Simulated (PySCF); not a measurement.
Compound: C6H10.
Atom-mapped SMILES: `[CH3:1][C:2]1=[CH:3][C@@H:4]([CH3:5])[CH2:6]1` (hydrogens: H7, H8, H9 on C1; H10 on C3; H11 on C4; H12, H13, H14 on C5; H15, H16 on C6)

Vertical excitations from PySCF (density fitting, frozen core in the response, grid level 2 and gas phase unless stated; continuum runs use non-equilibrium linear response for the excitations) on a GFN2-xTB geometry. Reference run:

| settings | S1, eV (f) | S2, eV (f) | S3, eV (f) | S4, eV (f) | S5, eV (f) | S6, eV (f) | T1, eV (Tamm–Dancoff) | mean α (au) |
| --- | --- | --- | --- | --- | --- | --- | --- | --- |
| PBE0/def2-SVPD, full TDDFT, 6 singlets | 6.52 (0.014) | 6.84 (0.184) | 7.13 (0.061) | 7.41 (0.004) | 7.50 (0.024) | 7.79 (0.034) | 4.33 | 70.4 |

What do these settings give: (1) wB97X-D/aug-pcSseg-1, grid level 4, damping 0.3 at the start, DIIS from the seventh cycle, full TDDFT, 12 singlets; (2) BP86/def2-SVPD, IEF-PCM benzene, TDA, 25 singlets?

```json
{"settings": "wB97X-D/aug-pcSseg-1, grid level 4, damping 0.3 at the start, DIIS from the seventh cycle, full TDDFT, 12 singlets", "S1, eV (f)": "6.22 (0.005)", "S2, eV (f)": "6.59 (0.107)", "S3, eV (f)": "6.78 (0.038)", "S4, eV (f)": "6.84 (0.022)", "S5, eV (f)": "7.28 (0.126)", "S6, eV (f)": "7.45 (0.010)", "T1, eV (Tamm–Dancoff)": "–", "mean α (au)": "70.8"}
{"settings": "BP86/def2-SVPD, IEF-PCM benzene, TDA, 25 singlets", "S1, eV (f)": "6.17 (0.019)", "S2, eV (f)": "6.52 (0.105)", "S3, eV (f)": "6.86 (0.161)", "S4, eV (f)": "6.91 (0.008)", "S5, eV (f)": "7.10 (0.010)", "S6, eV (f)": "7.20 (0.030)", "T1, eV (Tamm–Dancoff)": "4.43", "mean α (au)": "83.8"}
```

(1) S1 moves by -0.30 eV; functional and basis change together, so the shift can't be laid on one. (2) S1 moves by -0.35 eV; functional, environment and response scheme change together, so the shift can't be laid on one. States are counted by energy in each run and needn't keep their character from row to row.

Give the leading configurations of S1 (H = HOMO, L = LUMO) and the HOMO–LUMO gap of each run.

```csv
settings,S1 configurations (weight),S1 (eV),orbital gap (eV),S1 − gap (eV)
"PBE0/def2-SVPD, full TDDFT, 6 singlets","H→L+1 0.76, H→L 0.23",6.52,7.41,-0.89
"wB97X-D/aug-pcSseg-1, grid level 4, damping 0.3 at the start, DIIS from the seventh cycle, full TDDFT, 12 singlets",H→L 0.79,6.22,9.52,-3.30
"BP86/def2-SVPD, IEF-PCM benzene, TDA, 25 singlets",H→L+1 0.94,6.17,5.37,+0.80
```

The species at its GFN2-xTB geometry.
